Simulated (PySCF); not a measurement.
Gas-phase reaction: 3 (CH₃)₂NH → 3 NH₃ + C₂H₆ + 2 C₂H₃ (vinyl)

Energies from PySCF, thermal terms from the rigid-rotor harmonic-oscillator model, ideal gas at 1 bar. † marks an energy on the PBE0/def2-TZVP geometry and frequencies; other levels use their own. 6-31G* has spherical d functions here. Open shells (unrestricted): C₂H₃ (vinyl) (multiplicity 2); the rest are closed-shell singlets. B3LYP is the form with VWN-RPA correlation.

```tsv
level	ΔH°(298 K), kJ
B3LYP/6-31G*	…
M06-2X/def2-TZVP†	463
PBE/def2-SVP	521
LDA/def2-TZVP†	594
ωB97X-V/def2-TZVP†	…
```

Q: What belongs in the gaps?

A: 
- B3LYP/6-31G*, ΔH°(298 K), kJ: 511
- ωB97X-V/def2-TZVP†, ΔH°(298 K), kJ: 480
